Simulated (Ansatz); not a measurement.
A nudged elastic band was laid between two geometries of CH4AlF + H2 (9 atoms, charge 0, multiplicity 1).

These are results of RKS PBE-D4/def2-SVP in Ansatz, not measurements.

* movable images: 7
* climbing image: yes
* spring: 5.0 eV/Å²
* optimiser: quadratic models (default)
* start path: through a guess of the saddle point
* force threshold: 0.05 eV/Å
* iteration limit: 60
* end points: relaxed

Image 0:

```xyz
9
Properties=species:S:1:pos:R:3
Al -0.013 -0.009 0.365
C 0.051 0.290 2.296
H -0.876 -0.043 2.808
H 0.916 -0.215 2.774
H 0.161 1.377 2.502
F 1.451 -0.090 -0.473
H -1.315 0.047 -0.558
H -0.553 -2.249 0.276
H -0.136 -2.253 0.929
```

Image 8:

```xyz
9
Properties=species:S:1:pos:R:3
Al -0.112 -0.572 -0.245
C -0.021 -0.192 2.438
H -0.882 0.441 2.714
H 0.587 -0.441 3.328
H 0.641 0.359 1.735
F 1.226 0.438 -0.498
H -1.544 0.121 -0.317
H 0.175 -2.139 -0.262
H -0.386 -1.159 2.027
```

**Question.** Which bonds break or form, and what moves?

**Answer.** Bonds broken: Al1–C2, H8–H9. Bonds formed: Al1–H8, C2–H9. CH4AlF + H2 becomes AlFH2 + CH4.

**Question.** Give the energies along the band, and the barrier.

**Answer.** The run converged. The highest image is number 4 of 0 to 8, 1.04 eV above the first end and 1.32 eV above the last; the last end lies 0.28 eV below the first. A vibrational analysis at the climbing image gives one clearly imaginary mode, 1212i cm⁻¹: a first-order saddle point. The orbitals stay closed-shell, which can raise the energy where a bond breaks towards radicals; this wasn't checked here.

```csv
image,path coordinate (Å),energy (eV),Al1–C2 (Å),H8–H9 (Å),Al1–H8 (Å)
0,0.00,0.00,1.96,0.78,2.31
1,0.51,0.01,1.96,0.77,2.32
2,1.02,0.07,1.96,0.78,2.24
3,1.53,0.43,1.98,0.82,2.01
4,2.04,1.04,2.12,1.09,1.76
5,2.52,0.29,2.36,1.55,1.63
6,3.00,-0.17,2.61,1.98,1.60
7,3.48,-0.27,2.70,2.36,1.59
8,3.96,-0.28,2.71,2.55,1.59
```

**Question.** What is the geometry of the highest image?

**Answer.** 
```xyz
9
Properties=species:S:1:pos:R:3
Al -0.107 -0.303 0.114
C -0.032 -0.080 2.218
H -1.048 0.084 2.629
H 0.566 -0.649 2.961
H 0.489 0.902 2.131
F 1.355 0.165 -0.579
H -1.503 0.097 -0.507
H -0.039 -2.007 0.543
H 0.003 -1.353 1.409
```

**Question.** What are the harmonic wavenumbers there?

**Answer.** 1212i, 97, 177, 403, 428, 551, 622, 633, 714, 820, 1022, 1169, 1233, 1374, 1392, 1667, 1937, 1965, 2952, 3044, 3093 cm⁻¹.

Run time: 110 s on 1 thread of Intel(R) Xeon(R) 6975P-C (Granite Rapids), on a shared host, peak memory 0.15 GiB.
